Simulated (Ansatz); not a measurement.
# Relaxing a trial structure of AlClH5Si−

The starting geometry of this gas-phase singlet was optimised with GFN2-xTB.

```yaml
atoms:
  - { symbol: Al, position_ang: [-0.4535, 0.2007, 2.3986] }
  - { symbol: Cl, position_ang: [-2.2920, 0.8587, 3.1562] }
  - { symbol: Si, position_ang: [0.9237, 2.0129, 1.4950] }
  - { symbol: H, position_ang: [0.5486, 3.4564, 1.4511] }
  - { symbol: H, position_ang: [2.2826, 2.1719, 2.0942] }
  - { symbol: H, position_ang: [1.3467, 1.8672, 0.0697] }
  - { symbol: H, position_ang: [-0.8088, -0.8845, 1.2555] }
  - { symbol: H, position_ang: [0.2911, -0.5382, 3.6276] }
```

Where would you expect an optimisation with B3LYP-D3(BJ)/def2-SVPD to take it?

It keeps its bonds.

The energy falls by 0.30 eV over 22 steps:

```json
{"step": "1", "E − E(last) (eV)": "0.303"}
{"step": "3", "E − E(last) (eV)": "0.052"}
{"step": "6", "E − E(last) (eV)": "0.038"}
{"step": "8", "E − E(last) (eV)": "0.038"}
{"step": "10", "E − E(last) (eV)": "0.036"}
{"step": "13", "E − E(last) (eV)": "0.028"}
{"step": "15", "E − E(last) (eV)": "0.018"}
{"step": "17", "E − E(last) (eV)": "0.003"}
{"step": "20", "E − E(last) (eV)": "0.000"}
{"step": "22", "E − E(last) (eV)": "0.000"}
```

Final geometry (Å):

```yaml
atoms:
  - { symbol: Al, position_ang: [-0.4448, 0.1249, 2.3318] }
  - { symbol: Cl, position_ang: [-1.8976, 1.0745, 3.7836] }
  - { symbol: Si, position_ang: [0.9691, 1.9939, 1.4659] }
  - { symbol: H, position_ang: [0.2377, 3.0951, 0.7330] }
  - { symbol: H, position_ang: [1.7740, 2.7509, 2.4974] }
  - { symbol: H, position_ang: [2.0280, 1.5808, 0.4637] }
  - { symbol: H, position_ang: [-1.2918, -0.5400, 1.1288] }
  - { symbol: H, position_ang: [0.4636, -0.9347, 3.1435] }
```

Frequencies at the end are all real (lowest 94 cm⁻¹). Run with Ansatz 0.2.0, 120 s on 2 threads of Intel(R) Xeon(R) Processor @ 2.50GHz (Skylake/Cascade Lake), on a shared host.
